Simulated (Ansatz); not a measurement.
# P₄: energies up the ladder, part 2 of 2

Wanted for P₄: energies up the ladder.

Ansatz 0.2.0, Gaussian bases. Earlier steps stand in the parts before.

## (13) Single point, CCSD(T)/def2-TZVPP

The input, input.yaml:

```yaml
crystal:
  periodic: [false, false, false]
  atoms:
    - { symbol: P, position_ang: [1.21861489, -0.17425553, -0.52243215] }
    - { symbol: P, position_ang: [-0.46901186, 1.20139581, -0.35355533] }
    - { symbol: P, position_ang: [-0.82121872, -0.95133135, -0.45718354] }
    - { symbol: P, position_ang: [0.07153569, -0.07590892, 1.33325101] }
basis:
  gaussian: { orbitals: def2-TZVPP }
correlation:
  method: ccsd_t
```

Command:

```sh
$ ansatz run input.yaml --threads 4 --pin off --max-ram 10240MiB --backend cpu --events-out ev --progress --plain --runs-dir out
```

Log, shortened:

```text
Warning: RAYON_NUM_THREADS=4 ignored (pool sized by the plan → 4); use --threads N
[...]
Functional definition: HF
[...]
1030 factors; integrals over basis functions are off by at most 2.0e-4 eV
[...]
mean field -37089.93789908 eV, -1363.0300773284 hartree, gradient 1.4e-6 eV, S^2 0.000000; 0 other end points of the search recorded, 0 dependent functions left out
20 core orbitals not correlated: weight in the atoms' cores, before any rotation towards them, 1.000 or more for the frozen orbitals, at most 0.000 for the correlated occupied ones
reference -37089.93789908 eV, -1363.0300773284 hartree; 10, 10 occupied and 138, 138 virtual orbitals, 1030 factors
second order -15.94728554 eV of doubles, -0.00000000 eV of singles
cycle   1  -15.58600489 eV  change    3.6e-1 eV  update   1.4e-1
[...]
cycle  10  -16.32704798 eV  change    1.2e-5 eV  update   3.2e-6
perturbative correction -1.23589318 eV, -0.0454182365 hartree
Total energy: -37107.50084024 eV, -1363.6755035114 hartree
```

Run time: 19 s. Hardware: 4 threads of AMD EPYC (Zen 3), shared host; peak memory 0.78 GiB.

## (14) Single point, CCSD(T)/def2-QZVPP

input.yaml: that of step 13 with these lines changed.

```diff
@@ -8,3 +8,3 @@
 basis:
-  gaussian: { orbitals: def2-TZVPP }
+  gaussian: { orbitals: def2-QZVPP.json }
 correlation:
```

Command:

```sh
$ ansatz run input.yaml --threads 4 --pin off --max-ram 10240MiB --backend cpu --events-out ev --progress --plain --runs-dir out
```

Log, shortened:

```text
Warning: RAYON_NUM_THREADS=4 ignored (pool sized by the plan → 4); use --threads N
[...]
Functional definition: HF
[...]
1698 factors; integrals over basis functions are off by at most 2.9e-4 eV
[...]
mean field -37090.95627201 eV, -1363.0675018434 hartree, gradient 5.2e-6 eV, S^2 0.000000; 0 other end points of the search recorded, 0 dependent functions left out
20 core orbitals not correlated: weight in the atoms' cores, before any rotation towards them, 1.000 or more for the frozen orbitals, at most 0.000 for the correlated occupied ones
reference -37090.95627201 eV, -1363.0675018434 hartree; 10, 10 occupied and 250, 250 virtual orbitals, 1698 factors
second order -17.28778624 eV of doubles, -0.00000000 eV of singles
cycle   1  -16.63870346 eV  change    6.5e-1 eV  update   1.4e-1
[...]
cycle   9  -17.40199054 eV  change    7.5e-6 eV  update   1.8e-5
perturbative correction -1.38350333 eV, -0.0508428096 hartree
Total energy: -37109.74176589 eV, -1363.7578560099 hartree
```

It took 65 s on 4 threads of AMD EPYC (Zen 3), shared host; peak memory 3.3 GiB.

## (15) Extrapolation to the basis-set limit

CCSD(T)/CBS estimate, frozen core: CCSD(T) correlation extrapolated, from def2-TZVPP and def2-QZVPP: mean field -37091.0965 eV, total -37110.7876 eV. The exponents are 7.88 (mean field) and 2.97 (correlation).

## (16) The cation of multiplicity 2 at the same geometry, PBE0-D4/def2-TZVPP

input.yaml: that of step 14 with these lines changed.

```diff
@@ -7,5 +7,10 @@
     - { symbol: P, position_ang: [0.07153569, -0.07590892, 1.33325101] }
+magnetization:
+  spin_polarized: true
+  initial_magnetization: 1
+total_charge: 1
 basis:
-  gaussian: { orbitals: def2-QZVPP.json }
-correlation:
-  method: ccsd_t
+  gaussian: { orbitals: def2-TZVPP }
+hamiltonian:
+  xc: pbe0
+  dispersion: d4
```

Command:

```sh
$ ansatz run input.yaml --threads 4 --pin off --max-ram 10240MiB --backend cpu --events-out ev --progress --plain --runs-dir out
```

Log:

```text
Warning: RAYON_NUM_THREADS=4 ignored (pool sized by the plan → 4); use --threads N
Engine: ansatz 0.2.0, x86_64-unknown-linux-gnu
Functional definition: PBE0
  parameter a = 0.25
  parameter kappa = 0.804
  parameter beta = 0.06672455060314922
  exchange = (1 - a)*pbe_x(kappa = kappa, mu = beta*pi^2/3) + a*exact_x
  correlation = pbe_c(beta = beta)
1200 factors; their error is unknown
mean field evaluation 1: about -37130.3813 eV, gradient 2.7e1 eV
mean field evaluation 2: about -37128.9939 eV, gradient 3.4e1 eV
mean field evaluation 4: about -37134.1645 eV, gradient 3.5e-1 eV
mean field evaluation 8: about -37134.1656 eV, gradient 3.5e-2 eV
mean field evaluation 16: about -37134.1760 eV, gradient 7.9e-4 eV
mean field evaluation 32: about -37134.1760 eV, gradient 2.2e-6 eV
mean field evaluation 64: about -37133.9112 eV, gradient 5.8e0 eV
mean field -37134.17595601 eV, -1364.6557959348 hartree, gradient 2.1e-6 eV, S^2 0.757077; 9 other end points of the search recorded, 0 dependent functions left out
reference -37134.17597841 eV, -1364.6557967580 hartree; 30, 29 occupied and 138, 139 virtual orbitals, 1200 factors
Total energy: -37134.36602118 eV, -1364.6627807011 hartree
```

Run time: 79 s. Hardware: 4 threads of AMD EPYC (Zen 3), shared host; peak memory 0.82 GiB.

## (17) The cation of multiplicity 2 at the same geometry, PBE-D4/def2-TZVPP

input.yaml: that of step 16 with these lines changed.

```diff
@@ -14,3 +14,3 @@
 hamiltonian:
-  xc: pbe0
+  xc: pbe
   dispersion: d4
```

Command:

```sh
$ ansatz run input.yaml --threads 4 --pin off --max-ram 10240MiB --backend cpu --events-out ev --progress --plain --runs-dir out
```

Log, shortened:

```text
Warning: RAYON_NUM_THREADS=4 ignored (pool sized by the plan → 4); use --threads N
[...]
Functional definition: PBE
[...]
1148 factors; their error is unknown
[...]
mean field -37131.46317923 eV, -1364.5561032269 hartree, gradient 4.9e-6 eV, S^2 0.753561; 14 other end points of the search recorded, 0 dependent functions left out
reference -37131.46320903 eV, -1364.5561043222 hartree; 30, 29 occupied and 138, 139 virtual orbitals, 1148 factors
Total energy: -37131.69156193 eV, -1364.5644961364 hartree
```

Run time: 86 s. Hardware: 4 threads of AMD EPYC (Zen 3), shared host; peak memory 0.5 GiB.

## (18) The cation of multiplicity 2 at the same geometry, r2SCAN-D4/def2-TZVPP

input.yaml: that of step 17 with these lines changed.

```diff
@@ -14,3 +14,3 @@
 hamiltonian:
-  xc: pbe
+  xc: r2scan
   dispersion: d4
```

Command:

```sh
$ ansatz run input.yaml --threads 4 --pin off --max-ram 10240MiB --backend cpu --events-out ev --progress --plain --runs-dir out
```

Log, shortened:

```text
Warning: RAYON_NUM_THREADS=4 ignored (pool sized by the plan → 4); use --threads N
[...]
Functional definition: r2SCAN
[...]
1148 factors; their error is unknown
[...]
mean field -37145.34479271 eV, -1365.0662431130 hartree, gradient 1.1e-6 eV, S^2 0.759172; 15 other end points of the search recorded, 0 dependent functions left out
reference -37145.34480433 eV, -1365.0662435399 hartree; 30, 29 occupied and 138, 139 virtual orbitals, 1148 factors
Total energy: -37145.38775329 eV, -1365.0678218854 hartree
```

Wall time 2.9 min (4 threads of AMD EPYC (Zen 3), shared host); peak memory 0.57 GiB.

## (19) The cation of multiplicity 2 at the same geometry, B3LYP-D4/def2-TZVPP

input.yaml: that of step 18 with these lines changed.

```diff
@@ -14,3 +14,3 @@
 hamiltonian:
-  xc: r2scan
+  xc: { name: B3LYP }
   dispersion: d4
```

Command:

```sh
$ ansatz run input.yaml --threads 4 --pin off --max-ram 10240MiB --backend cpu --events-out ev --progress --plain --runs-dir out
```

Log:

```text
Warning: RAYON_NUM_THREADS=4 ignored (pool sized by the plan → 4); use --threads N
Engine: ansatz 0.2.0, x86_64-unknown-linux-gnu
Functional definition: B3LYP
  parameter a0 = 0.2
  parameter ax = 0.72
  parameter ac = 0.81
  exchange = (1 - a0 - ax)*slater_x + ax*b88_x + a0*exact_x
  correlation = (1 - ac)*vwn_rpa_c + ac*lyp_c
1188 factors; their error is unknown
mean field evaluation 1: about -37145.1095 eV, gradient 2.9e1 eV
mean field evaluation 2: about -37142.5634 eV, gradient 3.9e1 eV
mean field evaluation 4: about -37149.4777 eV, gradient 4.1e-1 eV
mean field evaluation 8: about -37149.4787 eV, gradient 3.1e-2 eV
mean field evaluation 16: about -37149.4783 eV, gradient 6.1e-4 eV
mean field evaluation 32: about -37149.2477 eV, gradient 5.5e0 eV
mean field evaluation 64: about -37149.4782 eV, gradient 6.2e-3 eV
mean field -37149.47833218 eV, -1365.2181478867 hartree, gradient 1.9e-6 eV, S^2 0.755063; 8 other end points of the search recorded, 0 dependent functions left out
reference -37149.47853442 eV, -1365.2181553190 hartree; 30, 29 occupied and 138, 139 virtual orbitals, 1188 factors
Total energy: -37149.86285164 eV, -1365.2322787165 hartree
```

Wall time 71 s (4 threads of AMD EPYC (Zen 3), shared host); peak memory 0.82 GiB.

## (20) The cation of multiplicity 2 at the same geometry, wB97M-V/def2-TZVPP

input.yaml: that of step 19 with these lines changed.

```diff
@@ -14,3 +14,2 @@
 hamiltonian:
-  xc: { name: B3LYP }
-  dispersion: d4
+  xc: { name: wB97M-V }
```

Command:

```sh
$ ansatz run input.yaml --threads 4 --pin off --max-ram 10240MiB --backend cpu --events-out ev --progress --plain --runs-dir out
```

Log, shortened:

```text
Warning: RAYON_NUM_THREADS=4 ignored (pool sized by the plan → 4); use --threads N
[...]
Functional definition: wB97M-V
[...]
  gx(w, u) = 1 - cx + cx01*u + cx10*w
  gss(w, u) = css00 + css04*u^4 + css10*w + css20*w^2 + css43*w^4*u^3
  gos(w, u) = cos00 + cos10*w + (cos20 + cos21*u)*w^2 + (cos60 + cos61*u)*w^6
[...]
      + integral(e_c_pw_mod_opposite_spin*gos(b97_w_opposite, b97_u_opposite)) + vv10(b, c)
1148 factors; their error is unknown
180 factors; integrals over basis functions are off by at most 1.2e-5 eV
[...]
mean field -37146.03261499 eV, -1365.0915201157 hartree, gradient 4.9e-6 eV, S^2 0.753508; 5 other end points of the search recorded, 0 dependent functions left out
reference -37146.03265309 eV, -1365.0915215159 hartree; 30, 29 occupied and 138, 139 virtual orbitals, 1148 factors
Total energy: -37146.03265309 eV, -1365.0915215159 hartree
```

Wall time 99 s (4 threads of AMD EPYC (Zen 3), shared host); peak memory 1 GiB.

## (21) The cation of multiplicity 2 at the same geometry, B2PLYP/def2-TZVPP

input.yaml: that of step 20 with these lines changed.

```diff
@@ -14,2 +14,2 @@
 hamiltonian:
-  xc: { name: wB97M-V }
+  xc: { name: B2PLYP }
```

Command:

```sh
$ ansatz run input.yaml --threads 4 --pin off --max-ram 10240MiB --backend cpu --events-out ev --progress --plain --runs-dir out
```

Log, shortened:

```text
Warning: RAYON_NUM_THREADS=4 ignored (pool sized by the plan → 4); use --threads N
[...]
Functional definition: B2PLYP
[...]
1030 factors; integrals over basis functions are off by at most 2.0e-4 eV
[...]
mean field -37129.41950985 eV, -1364.4809997626 hartree, gradient 1.3e-6 eV, S^2 0.762429; 6 other end points of the search recorded, 0 dependent functions left out
20 core orbitals not correlated: weight in the atoms' cores, before any rotation towards them, 1.000 or more for the frozen orbitals, at most 0.000 for the correlated occupied ones
reference -37129.41963907 eV, -1364.4810045112 hartree; 10, 9 occupied and 138, 139 virtual orbitals, 1030 factors
second order -19.25391778 eV of doubles, -0.00000000 eV of singles
Total energy: -37134.61819687 eV, -1364.6720479867 hartree
```

It took 90 s on 4 threads of AMD EPYC (Zen 3), shared host; peak memory 0.59 GiB.

## (22) The cation of multiplicity 2 at the same geometry, CCSD(T)/def2-TZVPP

input.yaml: that of step 21 with these lines changed.

```diff
@@ -13,3 +13,5 @@
   gaussian: { orbitals: def2-TZVPP }
-hamiltonian:
-  xc: { name: B2PLYP }
+correlation:
+  method: ccsd_t
+scf:
+  omitted_lower_state_checks: [cluster_reference]
```

Command:

```sh
$ ansatz run input.yaml --threads 4 --pin off --max-ram 10240MiB --backend cpu --events-out ev --progress --plain --runs-dir out
```

Log, shortened:

```text
Warning: RAYON_NUM_THREADS=4 ignored (pool sized by the plan → 4); use --threads N
[...]
Functional definition: HF
[...]
1030 factors; integrals over basis functions are off by at most 2.0e-4 eV
[...]
mean field -37081.14617859 eV, -1362.7069875596 hartree, gradient 6.4e-6 eV, S^2 0.781062; 15 other end points of the search recorded, 0 dependent functions left out
20 core orbitals not correlated: weight in the atoms' cores, before any rotation towards them, 1.000 or more for the frozen orbitals, at most 0.000 for the correlated occupied ones
reference -37081.14617859 eV, -1362.7069875596 hartree; 10, 9 occupied and 138, 139 virtual orbitals, 1030 factors
second order -14.98452246 eV of doubles, -0.00000000 eV of singles
cycle   1  -14.82390373 eV  change    1.6e-1 eV  update   1.4e-1
[...]
cycle  12  -15.56235004 eV  change    1.4e-5 eV  update   1.3e-5
perturbative correction -1.19149641 eV, -0.0437866853 hartree
Total energy: -37097.90002503 eV, -1363.3226800602 hartree
Checks for a lower state left out: cluster_reference
```

It took 2.2 min on 4 threads of AMD EPYC (Zen 3), shared host; peak memory 1.6 GiB.

## (23) The cation of multiplicity 2 at the same geometry, CCSD(T)/def2-QZVPP

input.yaml: that of step 22 with these lines changed.

```diff
@@ -12,3 +12,3 @@
 basis:
-  gaussian: { orbitals: def2-TZVPP }
+  gaussian: { orbitals: def2-QZVPP.json }
 correlation:
```

Command:

```sh
$ ansatz run input.yaml --threads 4 --pin off --max-ram 10240MiB --backend cpu --events-out ev --progress --plain --runs-dir out
```

Log, shortened:

```text
Warning: RAYON_NUM_THREADS=4 ignored (pool sized by the plan → 4); use --threads N
[...]
Functional definition: HF
[...]
1698 factors; integrals over basis functions are off by at most 2.9e-4 eV
[...]
mean field -37082.17965309 eV, -1362.7449670471 hartree, gradient 2.9e-6 eV, S^2 0.781940; 15 other end points of the search recorded, 0 dependent functions left out
20 core orbitals not correlated: weight in the atoms' cores, before any rotation towards them, 1.000 or more for the frozen orbitals, at most 0.000 for the correlated occupied ones
reference -37082.17965309 eV, -1362.7449670471 hartree; 10, 9 occupied and 250, 251 virtual orbitals, 1698 factors
second order -16.21748664 eV of doubles, -0.00000000 eV of singles
cycle   1  -15.79046088 eV  change    4.3e-1 eV  update   1.4e-1
[...]
cycle  12  -16.54374806 eV  change    1.8e-5 eV  update   1.4e-5
perturbative correction -1.32086666 eV, -0.0485409544 hartree
Total energy: -37100.04426782 eV, -1363.4014795290 hartree
Checks for a lower state left out: cluster_reference
```

Wall time 6.7 min (4 threads of AMD EPYC (Zen 3), shared host); peak memory 7.3 GiB.

## (24) Extrapolation to the basis-set limit

CCSD(T)/CBS estimate, frozen core: CCSD(T) correlation extrapolated, from def2-TZVPP and def2-QZVPP: mean field -37082.3220 eV, total -37101.0094 eV. The exponents are 7.88 (mean field) and 2.97 (correlation).

## (25) Geometries side by side

```
             level  P1–P2 (Å)  P1–P3 (Å)  P1–P4 (Å)  rotational constants (MHz)  dipole (D)  highest frequency (cm⁻¹)  CPU time
PBE0-D4/def2-TZVPP     2.1838     2.1838     2.1838      3421.3, 3421.3, 3421.3        0.00                       640   1.8 min
```

Constants are for the commonest isotopes at the equilibrium geometry; times are CPU times of the relaxations.

## (26) Vertical ionisation energy

```
               level  vertical ionisation energy (eV)  from CCSD(T)/CBS (eV)  CPU time of both
   PBE-D4/def2-TZVPP                            9.528                 -0.250           4.2 min
r2SCAN-D4/def2-TZVPP                            9.640                 -0.138           9.8 min
 B3LYP-D4/def2-TZVPP                            9.562                 -0.217           3.7 min
  wB97M-V/def2-TZVPP                            9.508                 -0.271           6.2 min
   B2PLYP/def2-TZVPP                            9.548                 -0.230           4.8 min
  CCSD(T)/def2-TZVPP                            9.601                 -0.177           6.5 min
  CCSD(T)/def2-QZVPP                            9.697                 -0.081            25 min
         CCSD(T)/CBS                            9.778                 +0.000                 -
```

## (27) Summary of results

What follows sums up all 2 parts.

| quantity | value |
| --- | --- |
| P1–P2 at PBE0-D4/def2-TZVPP | 2.184 Å |
| P1–P3 at PBE0-D4/def2-TZVPP | 2.184 Å |
| P1–P4 at PBE0-D4/def2-TZVPP | 2.184 Å |
| frequencies at PBE0-D4/def2-TZVPP | 392 to 640 cm⁻¹ |
| vertical ionisation energy, CCSD(T)/CBS | 9.778 eV |

No mode is imaginary, so the geometry is a minimum. For the vertical ionisation energy, CCSD(T)/def2-QZVPP comes nearest to CCSD(T)/CBS (-0.08 eV) and wB97M-V/def2-TZVPP is farthest (-0.27 eV).
